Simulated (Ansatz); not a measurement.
`[AlH2][SH]` and `[SiH3][AlH][SH]` differ in one atom or group.

Ansatz, PBE0-D4/def2-TZVP geometries, multiplicity 1. Each molecule was computed in one conformer, which needn't be the lowest.

```
                                                                                  property  `[AlH2][SH]`
                                            zero-point energy (PBE0-D4/def2-TZVP) / kJ/mol          59.5
                                                       LUMO energy (B3LYP/def2-TZVPP) / eV         -1.61
                                          size of the dipole moment (B3LYP/def2-TZVPP) / D          0.92
ideal-gas entropy at 298 K and 1 bar (rigid rotor, harmonic PBE0-D4/def2-TZVP) / J/(mol·K)           268
                                            size of the dipole moment (PBE/def2-TZVPP) / D          0.86
                                                        HOMO energy (PBE0/def2-TZVPP) / eV         -7.86
```

(1) Give the same properties after the change, and the shifts. (Estimate.)

Answers

(1) Ansatz gave: 
```json
{"property": "zero-point energy (PBE0-D4/def2-TZVP) / kJ/mol", "`[SiH3][AlH][SH]`": "106.9", "shift": "47.4"}
{"property": "LUMO energy (B3LYP/def2-TZVPP) / eV", "`[SiH3][AlH][SH]`": "-1.93", "shift": "-0.32"}
{"property": "size of the dipole moment (B3LYP/def2-TZVPP) / D", "`[SiH3][AlH][SH]`": "0.93", "shift": "0.01"}
{"property": "ideal-gas entropy at 298 K and 1 bar (rigid rotor, harmonic PBE0-D4/def2-TZVP) / J/(mol·K)", "`[SiH3][AlH][SH]`": "341", "shift": "73"}
{"property": "size of the dipole moment (PBE/def2-TZVPP) / D", "`[SiH3][AlH][SH]`": "0.86", "shift": "0.00"}
{"property": "HOMO energy (PBE0/def2-TZVPP) / eV", "`[SiH3][AlH][SH]`": "-7.81", "shift": "0.05"}
```

With PBE0 the HOMO rises by 0.05 eV and the LUMO falls by 0.37 eV, so the gap narrows by about 0.42 eV. PBE moves the HOMO by -0.02 eV and ωB97M-V by 0.24 eV. The zero-point energy changes by 47.4 kJ/mol with +9 modes. Dipoles are sizes alone; their direction can turn. Modes under 60 cm⁻¹, often nearly free rotors, make the harmonic entropy too high.

B3LYP here is the variant with VWN-RPA as its local correlation; programs differ in this.
